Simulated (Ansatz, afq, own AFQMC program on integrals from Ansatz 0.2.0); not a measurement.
# Si$_{5}$H$_{10}$, singlet in def2-SVP, levels against AFQMC with the constraint released

```xyz
15

Si   -1.1005    1.4629    0.7108
Si   -0.0509   -0.2412    1.9509
Si    1.6910   -0.8656    0.4957
Si    0.6121   -0.9790   -1.5991
Si   -1.1370    0.6161   -1.4945
H    -0.2241    2.6778    0.7477
H    -2.4596    1.8327    1.2146
H     0.4153    0.1983    3.3025
H    -0.9958   -1.3933    2.1093
H     2.3778   -2.1398    0.8729
H     2.7009    0.2411    0.4661
H     0.0208   -2.3438   -1.7753
H     1.5469   -0.7146   -2.7371
H    -0.9495    1.7059   -2.5029
H    -2.4473   -0.0576   -1.7617
```

Basis def2-SVP. Only valence electrons are correlated. Ansatz 0.2.0 and our own AFQMC program on the same integrals; the CISD trial comes from CCSD amplitudes, and released means the phaseless constraint is let go. Error bars are statistical, one sigma.

Determinant: RHF, the one that the program's search chose, which needn't be the lowest solution. The geometry is a PBE0/def2-SVP stationary point of this or a neighbouring charge and spin state.

No full CI on the walks' own integrals is used here. The released AFQMC energy serves as the reference, which it does only where one determinant dominates, the energy is flat over the last release times and near the phaseless one (40 meV or 2 meV an electron, half that with transition metals). On small molecules, where full CI could be run and the noise was under 10 meV, such values lay within 10 meV of it in 19 cases of 20, a flattering rate, since the rule was set on those same cases; what remains of the bias isn't in the error bar.

Cautions: the released value is read at 0.90 1/Eh with a noise of 14 meV, more than in the cases checked (meV from the phaseless value at times in 1/Eh: 3 ± 8 at 0.21, -12 ± 8 at 0.42, -25 ± 12 at 0.63, -25 ± 14 at 0.90).

The T1 diagnostic is 0.0135 and the weight of the determinant in the CISD state is 0.730. The size of the correlated space is 30 electrons in 115 orbitals.

Estimate: order these by the size of their error in total energy against AFQMC with the constraint released, smallest first.
A. CCSD
B. CCSD(T)
C. MP2
D. phaseless AFQMC with a CISD trial

D (0.90 ± 0.61 mEh), B (3.59 ± 0.51 mEh), A (23.09 ± 0.51 mEh), C (119.79 ± 0.51 mEh).

Reference: AFQMC with the constraint released, correlation energy -16.746 ± 0.014 eV.

Released energies are given only where the last usable release times agree within the noise; a slower fall can still hide under it.
